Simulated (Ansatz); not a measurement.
# CH5OS+ (SMILES CO[SH2+]): single points off equilibrium

Aim: energy, forces and dipole at a structure displaced at random from a GFN2-xTB minimum, from CCSD(T) and from density functionals.

Computed with Ansatz 0.2.0, Gaussian basis. Level: single points in def2-TZVPP.

Correlated methods freeze the cores.

### Step 1. The system as given

SMILES `CO[SH2+]`, 8 atoms, charge 1, spin multiplicity 1.

Atoms are counted from 1 here; the program's logs count them from 0.

Bond lengths: C1–O2 1.424 Å, C1–H4 1.075 Å, C1–H5 1.088 Å, C1–H6 1.070 Å, O2–S3 1.574 Å, S3–H7 1.395 Å, S3–H8 1.365 Å. Angles: O2–C1–H4 111.5°, O2–C1–H5 113.0°, O2–C1–H6 104.5°, H4–C1–H5 110.1°, H4–C1–H6 107.3°, H5–C1–H6 110.2°, C1–O2–S3 120.0°, O2–S3–H7 96.5°, O2–S3–H8 98.1°, H7–S3–H8 90.7°.

Geometry (Å):

```
C    -0.4171    1.0753   -0.2464
O    -0.1736   -0.1242    0.4813
S     0.7178   -1.2592   -0.1465
H    -0.9781    0.8854   -1.1430
H     0.4944    1.6199   -0.4841
H    -1.0379    1.6593    0.3998
H    -0.1102   -2.3239    0.2095
H     1.5159   -1.4964    0.9349
```

### Step 2. CCSD(T)/def2-TZVPP

run/in.yaml

```yaml
crystal:
  periodic: [false, false, false]
  atoms:
    - {symbol: C, position_ang: [-0.417100, 1.075300, -0.246400]}
    - {symbol: O, position_ang: [-0.173600, -0.124200, 0.481300]}
    - {symbol: S, position_ang: [0.717800, -1.259200, -0.146500]}
    - {symbol: H, position_ang: [-0.978100, 0.885400, -1.143000]}
    - {symbol: H, position_ang: [0.494400, 1.619900, -0.484100]}
    - {symbol: H, position_ang: [-1.037900, 1.659300, 0.399800]}
    - {symbol: H, position_ang: [-0.110200, -2.323900, 0.209500]}
    - {symbol: H, position_ang: [1.515900, -1.496400, 0.934900]}
basis:
  gaussian: {orbitals: def2-TZVPP}
total_charge: 1
correlation: {method: ccsd_t}
output: {forces: true}
```

The command line of these runs was not kept.

### Step 3. PBE0-D4/def2-TZVPP

run/in.yaml, as its differences from that of step 2:

```diff
@@ -14,3 +14,3 @@
 total_charge: 1
-correlation: {method: ccsd_t}
-output: {forces: true}
+hamiltonian: {xc: pbe0, dispersion: d4}
+output: {forces: true, orbitals: {seedname: orbitals}}
```

### Step 4. wB97M-V/def2-TZVPP

run/in.yaml, as its differences from that of step 3:

```diff
@@ -14,3 +14,3 @@
 total_charge: 1
-hamiltonian: {xc: pbe0, dispersion: d4}
-output: {forces: true, orbitals: {seedname: orbitals}}
+hamiltonian: {xc: {name: wB97M-V}}
+output: {forces: true}
```

### Step 5. r2SCAN-D4/def2-TZVPP

run/in.yaml, as its differences from that of step 4:

```diff
@@ -14,3 +14,3 @@
 total_charge: 1
-hamiltonian: {xc: {name: wB97M-V}}
+hamiltonian: {xc: r2scan, dispersion: d4}
 output: {forces: true}
```

### Step 6. PBE-D4/def2-TZVPP

run/in.yaml, as its differences from that of step 5:

```diff
@@ -14,3 +14,3 @@
 total_charge: 1
-hamiltonian: {xc: r2scan, dispersion: d4}
+hamiltonian: {xc: pbe, dispersion: d4}
 output: {forces: true}
```

### Step 7. B97M-V/def2-TZVPP

run/in.yaml, as its differences from that of step 6:

```diff
@@ -14,3 +14,3 @@
 total_charge: 1
-hamiltonian: {xc: pbe, dispersion: d4}
+hamiltonian: {xc: {name: B97M-V}}
 output: {forces: true}
```

### Step 8. revPBE-D4/def2-TZVPP

run/in.yaml, as its differences from that of step 7:

```diff
@@ -14,3 +14,3 @@
 total_charge: 1
-hamiltonian: {xc: {name: B97M-V}}
+hamiltonian: {xc: {name: revPBE}, dispersion: d4}
 output: {forces: true}
```

(Steps that only read results are left out.)

Q: Predict the outcome of this session. Wanted: energy less free atoms, CCSD(T)/def2-TZVPP; RMS force component; RMS force error; HOMO and LUMO, PBE0-D4; T1 diagnostic.

The runs gave:

```
                                  quantity                                                                                            value
energy less free atoms, CCSD(T)/def2-TZVPP                                                                                  -408.6 kcal/mol
                       RMS force component                                                             0.449 to 0.556 eV/Å over the methods
                           RMS force error  PBE0-D4 0.150, wB97M-V 0.088, r2SCAN-D4 0.091, PBE-D4 0.258, B97M-V 0.106, revPBE-D4 0.272 eV/Å
                    HOMO and LUMO, PBE0-D4                                                                              -14.91 and -7.52 eV
                             T1 diagnostic                                                                                            0.012
```

In words: Against CCSD(T) the functionals' energies less atoms differ by -30.1 to -13.7 kcal/mol, PBE-D4 by -30.1 kcal/mol. The reference is not at the basis limit: in triple zeta CCSD(T) underbinds, which counts against methods that bind more; the gaps are no ranking. On forces the order runs from wB97M-V to revPBE-D4. Frozen-core CCSD(T) forces in triple zeta carry basis errors of their own, and this is one geometry, so small gaps rank nothing.
